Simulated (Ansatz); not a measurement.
# Iridium, fcc: convergence with Fermi-Dirac smearing

Computed with Ansatz, PBE, scalar-relativistic PAW, on the relaxed cell (a = 3.872 Å; spin not included). Errors count from a run at 420 eV on a Γ-centred 23×23×23 mesh with Fermi-Dirac smearing of 0.1 eV, extrapolated to zero width. Fixed here: cutoff 420 eV, mesh 14×14×14. The SCF starts from atomic densities corrected by a trained network.

| width (eV) | E(σ→0) error (meV/atom) | F error (meV/atom) | P (GPa) | SCF iterations |
| --- | --- | --- | --- | --- |
| 0.01 | 13.5 | 13.0 | -0.22 | 6 |
| 0.03 | 12.9 | 10.3 | -0.22 | 6 |
| 0.1 | 9.4 | -8.5 | 0.00 | 6 |
| 0.2 | 8.4 | -60.1 | 0.97 | 6 |
| 0.3 | 7.8 | -145.6 | 2.60 | 6 |
| 0.6 | -13.5 | -592.4 | 10.10 | 6 |
| 1.0 | -104.2 | -1571.8 | 23.96 | 6 |
